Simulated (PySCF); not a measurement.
C3HO (doublet state).
Atom-mapped SMILES: `[C:1]#[C:2][CH:3]=[O:4]` (hydrogens: H5 on C3)

Geometry (GFN2-xTB, Å), atoms numbered from 1 in this order:
```xyz
5
C3HO angstrom
C      2.0199    0.0303   -0.2900
C      0.8328   -0.0486   -0.1043
C     -0.5868    0.0185    0.0728
O     -1.2833    0.9724   -0.0872
H     -0.9740   -0.9697    0.3915
```

Computed, not measured: PySCF 2.14.0, UKS B3LYP, pcH-1 on C H O, non-relativistic, mean-field spin-orbit, GIAO. Geometry: GFN2-xTB; no solvent, vibrations or thermal averaging. Couplings are sensitive to structure, and on GFN2-xTB geometries they can be far from those on DFT ones.

The isotropic 13C couplings are +894.5, +80.2, +1.7 MHz. Assign them to C1; C2; C3.

```tsv
site	a_iso (MHz)	ρ(0) (bohr⁻³)	position	distance from C1 (Å)	spin population	largest |T| (MHz)
C1	+894.5	+0.7957	largest spin population	0.00	+1.09	107.3
C2	+80.2	+0.0713	1 bond from C1	1.20	-0.16	56.5
C3	+1.7	+0.0015	2 bonds from C1	2.63	+0.02	6.0
```

ρ(0) is the spin density at the nucleus and T the dipolar tensor. Largest spin populations (Mulliken): C1 (+1.09) and C2 (-0.16). No atom but C1 exceeds +0.15.

On an Arm Neoverse V2 with one thread, no GPU, on a shared host, this took 12 s of wall time (grids of density and orbitals included) and 0.36 GiB of memory at its peak.
